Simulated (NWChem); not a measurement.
# SiH3S (SMILES [SiH2]S): UHF/aug-pcseg-1

Aim: the vertical ionisation energy of SiH3S at UHF/aug-pcseg-1, from 2 runs. 

The calculation is run with NWChem 7.3.0.

### Step 1. The system as given

SiH3S has 5 atoms, charge 0, and is taken as a doublet. As SMILES, `[SiH2]S`. The coordinates come from a PBE0-D4/def2-TZVP relaxation. This is one conformer, not always the lowest.

Bond lengths: Si1–S2 2.132 Å, Si1–H3 1.492 Å, Si1–H4 1.488 Å, S2–H5 1.344 Å. Angles: Si1–S2–H5 94.7°, S2–Si1–H3 111.4°, S2–Si1–H4 105.0°, H3–Si1–H4 110.5°.

### Step 2. A single-point energy at UHF/aug-pcseg-1

work.nw reads:

```
START work
memory stack 880 mb heap 220 mb global 1100 mb

GEOMETRY noautosym nocenter noautoz
  Si      -0.096300      -0.694000      -0.309300
  S        0.273100       1.406000      -0.294500
  H       -0.094500      -1.256800       1.073000
  H       -1.440300      -0.843200      -0.929900
  H        1.407800       1.314300       0.419300
END

BASIS spherical bse
  * library aug-pcseg-1
END

SCF
  doublet
  uhf
  thresh 1e-08
  maxiter 80
  noprint "final vectors analysis"
END

TASK scf energy
```

The run is started by

```bash
nwchem work.nw > work.out
```

Output, shortened:

```text
[...]
  functions       =    81
[...]
  wavefunction    = UHF
[...]
         Total SCF energy =   -688.143821229791
      One electron energy =  -1113.617003102103
      Two electron energy =    344.545280596320
 Nuclear repulsion energy =     80.927901275993
                       Sz =      0.5000
                 Sz(Sz+1) =      0.7500
                      S^2 =      0.7555
[...]
```

Run time: 15 s. Hardware: 1 thread of AMD EPYC 7R43 (Zen 3), shared host; peak memory 0.098 GiB.

### Step 3. The singlet cation

calc.xyz reads:

```xyz
5

Si    -0.096300    -0.694000    -0.309300
S      0.273100     1.406000    -0.294500
H     -0.094500    -1.256800     1.073000
H     -1.440300    -0.843200    -0.929900
H      1.407800     1.314300     0.419300
```

calc.nw reads:

```
start calc
memory total 2200 mb
charge 1

geometry units angstroms noautosym nocenter noautoz
  load format xyz calc.xyz
end

basis spherical bse
  * library aug-pcseg-1
end

scf
  thresh 1e-08
  maxiter 80
  print low
end

task scf energy
```

The run is started by

```bash
nwchem calc.nw > calc.out
```

Output, shortened:

```text
[...]
  functions       =    81
[...]
  wavefunction    = RHF
[...]
         Total SCF energy =   -687.846932742109
      One-electron energy =  -1105.123179351207
      Two-electron energy =    336.348345333106
 Nuclear repulsion energy =     80.927901275993
        Time for solution =     11.8s
 Task  times  cpu:       12.0s     wall:       12.0s
[...]
```

It took 13 s on 1 thread of AMD EPYC 7R43 (Zen 3), shared host; peak memory 0.098 GiB.

### Step 4. Results

At UHF/aug-pcseg-1:

| quantity | value |
| --- | --- |
| doublet SiH3S: total energy | -688.14382 Eh |
| doublet SiH3S: dipole moment | 1.16 D |
| doublet SiH3S: ⟨S²⟩ | 0.755 |
| singlet cation: total energy | -687.84693 Eh |
| vertical ionisation energy (to the singlet cation) | 8.079 eV |

**Reading.** The vertical ionisation energy comes to 8.08 eV (186 kcal/mol). Only the singlet of the ionised species was computed; a triplet could lie lower.
